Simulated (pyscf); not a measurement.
H₃C–CH₂–Cl + F–C:–F [singlet] → F–CH(F)–CH₂–CH₂–Cl, an insertion (singlet surface; C–H broken, C–C, C–H formed). Single points on ωB97X-D3(BJ)/def2-SVP structures (PySCF, gas phase). Energies in kcal/mol from the separated reactants.

Small-basis levels: PySCF, no dispersion term, spherical d functions. 

### Question
Quick SVWN5/6-31G* single points give ΔE‡ = 47.8 kcal/mol and ΔE = -75.6 kcal/mol. What does ωB97M-D3(BJ)/def2-TZVP give, and how far is the quick result from it?

### Answer
ωB97M-D3(BJ)/def2-TZVP gives ΔE‡ = 66.7 kcal/mol and ΔE = -58.4 kcal/mol. SVWN5/6-31G* lies 18.9 kcal/mol under it in the barrier and 17.2 kcal/mol under it in the reaction energy, so on this step it does not hold to within 3.0 kcal/mol. ωB97M-D3(BJ)/def2-TZVP has limits of its own. From the product side, •H₂C–CH₂–CH(F)–F + Cl• lies, by one bond made or cut, 37.4 kcal/mol under this saddle at ωB97M-D3(BJ). This is the saddle that the search found; another between the same sides may lie lower.
